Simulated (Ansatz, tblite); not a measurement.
# The cluster Li2S: a ladder of methods and basis sets

Aim: run the singlet of the cluster Li2S at one geometry on many levels, and compare frontier levels, spin and run time.

Method: as each input shows; program: Ansatz 0.2.0, Gaussian basis.

The runs, in order: GFN1-xTB, GFN2-xTB, PBE-D4/def2-TZVP, r2SCAN-D4/def2-TZVP, B2PLYP/def2-TZVP, ωB97X-V/def2-TZVP, r2SCANh-D4/def2-TZVP, LDA/def2-TZVP, BHLYP-D4/def2-TZVP, PBE-D4/def2-SVP, PBE0-D4/def2-SVP, HF/6-31G, B3LYP-D4/6-31G, PBE0-D4/def2-TZVPD, PBE-D4/def2-TZVPD, r2SCAN-D4/def2-TZVPD, CCSD(T)/def2-TZVPP, MP2/def2-TZVP, RPA/def2-TZVP, CCSD(T)/def2-TZVPD.

## Step 1: The geometry

The singlet was relaxed beforehand with PBE0-D4/def2-TZVP. At that level it is the lowest of the isomers that a small search found.

3 atoms, charge 0, spin multiplicity 1.

Bond lengths: Li1–S3 2.071 Å, Li2–S3 2.071 Å. Angles: Li1–S3–Li2 135.1°.

Geometry (Å):

```mol
Li2S
  3D, bonds by distance, orders not assigned

  3  2  0  0  0  0  0  0  0  0999 V2000
    1.1458   -1.4918   -0.4401 Li  0  0
   -0.9923    1.3720    0.9300 Li  0  0
   -0.1535    0.1198   -0.4899 S   0  0
  1  3  8  0
  2  3  8  0
M  END
```

PBE0-D4/def2-TZVP was run before; its log isn't repeated, and its numbers join the tables.

## Step 2: GFN1-xTB

Tight binding, by tblite at 300 K electronic temperature and without a spin-polarisation term:

```python
tblite.interface.Calculator('GFN1-xTB', numbers, positions, charge=0, uhf=0).singlepoint()
```

Energy -121.2148 eV, HOMO -10.16 eV, LUMO -6.71 eV; 0.003 s.

## Step 3: GFN2-xTB

Tight binding, by tblite at 300 K electronic temperature and without a spin-polarisation term:

```python
tblite.interface.Calculator('GFN2-xTB', numbers, positions, charge=0, uhf=0).singlepoint()
```

Energy -104.1177 eV, HOMO -8.17 eV, LUMO -5.76 eV; 0.002 s.

## Step 4: PBE-D4/def2-TZVP

start.molden holds the orbitals of an earlier run on this state, given as this run's starting guess.

Contents of in.yaml:

```yaml
crystal:
  periodic: [false, false, false]
  atoms:
    - {symbol: Li, position_ang: [1.145843, -1.491784, -0.440098]}
    - {symbol: Li, position_ang: [-0.992330, 1.371976, 0.930036]}
    - {symbol: S, position_ang: [-0.153513, 0.119808, -0.489938]}
basis:
  gaussian: {orbitals: def2-TZVP, initial_orbitals: start.molden}
hamiltonian: {xc: pbe, dispersion: d4}
scf: {omitted_lower_state_checks: [starts]}
output: {orbitals: {seedname: orbitals}}
```

Launch:

```sh
$ ansatz run in.yaml --threads 4 --pin off --events-out ev --progress --plain --max-ram 3916MiB
```

After this run come: r2SCAN-D4/def2-TZVP; B2PLYP/def2-TZVP; ωB97X-V/def2-TZVP; r2SCANh-D4/def2-TZVP; LDA/def2-TZVP; BHLYP-D4/def2-TZVP; PBE-D4/def2-SVP; PBE0-D4/def2-SVP; HF/6-31G; B3LYP-D4/6-31G; PBE0-D4/def2-TZVPD; PBE-D4/def2-TZVPD; r2SCAN-D4/def2-TZVPD; CCSD(T)/def2-TZVPP; MP2/def2-TZVP; RPA/def2-TZVP; CCSD(T)/def2-TZVPD.

Before running them: what should the planned runs give, taken together? Wanted: gap in def2-TZVP, named functionals, smallest and largest; correlation energy, CCSD(T)/def2-TZVPP; correlation energy, MP2/def2-TZVP; correlation energy, CCSD(T)/def2-TZVPD; binding an atom, CCSD(T)/def2-TZVPP; PBE0 total energy, smallest basis above largest.

As calculated:

```
                                                 quantity                                value
gap in def2-TZVP, named functionals, smallest and largest  2.14 eV (PBE-D4), 7.00 eV (ωB97X-V)
                   correlation energy, CCSD(T)/def2-TZVPP                             -7.93 eV
                        correlation energy, MP2/def2-TZVP                             -6.87 eV
                   correlation energy, CCSD(T)/def2-TZVPD                             -7.89 eV
                      binding an atom, CCSD(T)/def2-TZVPP                             2.000 eV
          PBE0 total energy, smallest basis above largest       4.08 eV (def2-SVP, def2-TZVPD)
```

What this shows: Orbital gaps of the named functionals in def2-TZVP span 2.14 eV (PBE-D4) to 7.00 eV (ωB97X-V); exact exchange widens it. A small miss in a minimal or small basis is a cancelling of errors, not accuracy. The functionals in def2-TZVP miss CCSD(T)/def2-TZVPP by +0.017 (BHLYP-D4) to +0.378 eV (LDA) an atom. The reference is CCSD(T) in one finite basis, so it carries an error of its own, often a tenth of an eV or more, and near misses can't be ranked.
